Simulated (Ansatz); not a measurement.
**BClHO radical: one structure at several levels**

An exercise on one series of results from a longer session: the logs are not shown, and one member is left open.

Method: single points in def2-TZVPP; program: Ansatz 0.2.0, Gaussian basis.

Cores are frozen in the correlated methods. Orbitals are unrestricted.

### The starting structure

SMILES `O[B]Cl`, 4 atoms, charge 0, spin multiplicity 2.

Atoms are counted from 1 here; the program's logs count them from 0.

Bond lengths: O1–B2 1.292 Å, O1–H4 1.001 Å, B2–Cl3 1.762 Å. Angles: B2–O1–H4 123.9°, O1–B2–Cl3 124.9°.

As a file:

```xyz
4
charge 0, multiplicity 2
O     0.0626    0.3961   -0.8665
B    -0.6593   -0.4147   -0.1655
Cl   -0.2999   -0.9123    1.4863
H     0.9081    0.8183   -0.5376
```

Set-up of the first run:

File run/in.yaml:

```yaml
crystal:
  periodic: [false, false, false]
  atoms:
    - {symbol: O, position_ang: [0.062600, 0.396100, -0.866500]}
    - {symbol: B, position_ang: [-0.659300, -0.414700, -0.165500]}
    - {symbol: Cl, position_ang: [-0.299900, -0.912300, 1.486300]}
    - {symbol: H, position_ang: [0.908100, 0.818300, -0.537600]}
basis:
  gaussian: {orbitals: def2-TZVPP}
magnetization: {spin_polarized: true, initial_magnetization: 1}
correlation: {method: ccsd_t}
scf: {omitted_lower_state_checks: [cluster_reference]}
output: {forces: true}
```

The command line of these runs was not kept.

Steps of the session up to this table: CCSD(T)/def2-TZVPP; PBE0-D4/def2-TZVPP; wB97M-V/def2-TZVPP; r2SCAN-D4/def2-TZVPP; PBE-D4/def2-TZVPP; SPW92/def2-TZVPP; HSE06-D4/def2-TZVPP.

One of the session's tables, all rows but one given; the rest of the session is left out.

```
   method  RMS force component (eV/Å)  angle to CCSD(T) forces (°)  dipole (D)
  CCSD(T)                       1.221                    reference        2.01
  PBE0-D4                       1.052                          6.5        2.00
  wB97M-V                       1.049                          4.5        2.02
r2SCAN-D4                       1.056                          1.2        1.98
   PBE-D4                       1.008                          9.4        1.98
    SPW92                           ?                            ?           ?
 HSE06-D4                       1.048                          6.4        2.00
```

Estimate the missing values for SPW92.

As computed: RMS force component (eV/Å): 0.749; angle to CCSD(T) forces (°): 13.1; dipole (D): 2.05. In the column «RMS force component (eV/Å)» it is the lowest.
